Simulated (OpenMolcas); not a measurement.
## Predicting a hybrid from its neighbours: S2F2 (Thio-thionyl fluoride)

S2F2 has 4 atoms, charge 0, and is taken as a singlet. SMILES: `FS(F)=S`. Geometry: relaxed at PBE0-D4/def2-TZVP.

The dipole moment y, in D, basis def2-SVPD; a is the functional's share of exact exchange. Programs: OpenMolcas 26.06.

```
functional     program     a  y (D)
      TPSS  OpenMolcas     0   0.91
    revPBE  OpenMolcas     0   0.89
     B3LYP  OpenMolcas   0.2   1.06
      PBE0  OpenMolcas  0.25      ?
     BHLYP  OpenMolcas   0.5   1.17
```

Fit y = c + s·a to the known rows and predict PBE0.


1. Means of the 4 rows: a = 0.1750, y = 1.008.
2. Σ(Δa)² = 0.1675, Σ(Δa·Δy) = 0.09175, so the slope is 0.09175/0.1675 = 0.54776.
3. Intercept: 1.008 − (0.54776) × 0.1750 = 0.912. The largest residual of the fit is 0.038.
4. PBE0: 0.912 + (0.54776) × 0.25 = 1.05 D.

The run gave 1.01 D, so the prediction is off by +0.04 D, about the scatter of the fit. More exact exchange makes the molecule more polar here.
